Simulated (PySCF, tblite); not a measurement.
Isomers of [C5H12P]+ (charge +1), one GFN2-xTB conformer each. Single-point energies are computed at PBE0/pcSseg-1 (PySCF, gas phase, no added dispersion term), electronic only.

Problem. Rank them by PBE0/pcSseg-1 energy, lowest first (kcal/mol).
A. `[CH2:1]1[CH2:2][CH2:3][PH2+:4][CH2:5][CH2:6]1` (charge +1) with C6–C1–C2–C3 -67°, C1–C2–C3–P4 58°, C2–C3–P4–C5 -49°, C3–P4–C5–C6 49°
B. `C[P+]1(C)[C@H](C)C1`
C. `[CH3:1][PH+:2]([CH3:3])[CH:4]1[CH2:5][CH2:6]1` (charge +1) with C1–P2–C4–C5 152°
D. `[CH3:1][CH2:2][P+:3]1([CH3:4])[CH2:5][CH2:6]1` (charge +1) with C1–C2–P3–C4 58°
E. `[CH2:1]=[CH:2][CH2:3][PH+:4]([CH3:5])[CH3:6]` (charge +1) with C1–C2–C3–P4 116°, C2–C3–P4–C5 173°

Solution. A (0.0), E (9.3), C (9.6), B (11.2), D (14.5).

As drawn, the highest has a three-membered ring, which the lowest lacks. Neighbours under 5.0 kcal/mol apart (C=CC[PH+](C)C and C[PH+](C)C1CC1; C[PH+](C)C1CC1 and C[C@@H]1C[P+]1(C)C; C[C@@H]1C[P+]1(C)C and CC[P+]1(C)CC1) can change places with a better method, another conformer or zero-point energy. GFN2-xTB itself gives, in the same order: 0.0, 21.5, 15.1, 25.5, 28.4. Both levels put the same isomer lowest; measured from each level's own lowest isomer, the values differ by up to 14.3 kcal/mol (C[C@@H]1C[P+]1(C)C: 25.5 against 11.2).

Problem. Which frontier levels and rotational constants go with these structures?

Solution. 
| SMILES | HOMO (eV, PBE0/pcSseg-1) | LUMO (eV) | A, B, C (MHz) |
| --- | --- | --- | --- |
| C1CC[PH2+]CC1 | -13.53 | -4.28 | 3743, 3016, 1884 |
| C=CC[PH+](C)C | -11.88 | -4.31 | 5195, 1627, 1375 |
| C[PH+](C)C1CC1 | -13.35 | -3.81 | 4568, 2006, 1547 |
| C[C@@H]1C[P+]1(C)C | -13.05 | -4.50 | 3973, 2204, 1802 |
| CC[P+]1(C)CC1 | -13.46 | -4.42 | 4024, 2162, 1733 |

Problem. What happens when harmonic zero-point energies from GFN2-xTB frequencies are added?

Solution. 
| SMILES | ZPE (kcal/mol) | electronic (kcal/mol) | with ZPE (kcal/mol) |
| --- | --- | --- | --- |
| C1CC[PH2+]CC1 | 98.5 | 0.0 | 0.0 |
| C=CC[PH+](C)C | 94.8 | 9.3 | 5.5 |
| C[PH+](C)C1CC1 | 96.1 | 9.6 | 7.1 |
| C[C@@H]1C[P+]1(C)C | 96.5 | 11.2 | 9.2 |
| CC[P+]1(C)CC1 | 97.0 | 14.5 | 12.9 |

The zero-point energies span 3.7 kcal/mol. The order is unchanged.
